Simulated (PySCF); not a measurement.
HN, SMILES [NH], multiplicity 3.

Coordinates come from a PBE-D3(BJ)/def2-TZVPD optimisation.

Level of theory: PBE-D3(BJ)/def2-TZVPD in PySCF 2.14.0.

No scaling factor is applied to the harmonic values.

Question: List the normal modes with their intensities. (Estimate from the structure and the level; the computed values follow.)

Answer: 
```tsv
mode	ν (cm⁻¹)	IR (km/mol)	moving atoms (share of kinetic energy)
1	3168	26.2	H 93 %
```
